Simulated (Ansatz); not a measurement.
Program: Ansatz. Geometries: PBE0-D4/def2-TZVP. ΔE: electronic, gas phase. CCSD(T)/CBS adds triple-zeta CCSD(T) − MP2 to the extrapolated MP2 energy (def2 sets, frozen cores). This one scheme is used for every species. Functionals use def2-TZVPP.

Consider the formal exchange of groups at a C–F bond: `FC[SiH3]` + CH₄ → `CC[SiH3]` + H–F.

```csv
level,ΔE (kJ/mol)
CAM-B3LYP,-39.6
LC-ωPBE,-51.5
HF/CBS(def2),-38.4
MP2/CBS(def2),-72.4
```

What does CCSD(T)/CBS give? (Best estimate.)

The calculation gave: -62.0 kJ/mol. The listed levels differ from it by 22.4, 10.5, 23.6, -10.4 kJ/mol.

What do rigid-rotor, harmonic-oscillator terms from PBE0-D4/def2-TZVP frequencies (298.15 K, 1 bar) make of the CCSD(T)/CBS value? (An estimate is asked.)

Ansatz gave: ΔZPE = +0.9 kJ/mol, ΔH = -60.7 kJ/mol, ΔS = -2 J/(mol·K), ΔG = -60.0 kJ/mol.

Largest T1 diagnostic among the species: 0.011.

From PBE to PBE0 (25 % exact exchange), in def2-TZVPP and without D4, ΔE moves by −7.0 kJ/mol. The D4 term adds −7.1 kJ/mol with B3LYP and −3.9 kJ/mol with PBE0; it sums over pairs of atoms, weighted by their polarisabilities, and B3LYP, whose exchange is more repulsive, gets the larger term.

B3LYP here is the variant with VWN-RPA as its local correlation; programs differ in this.
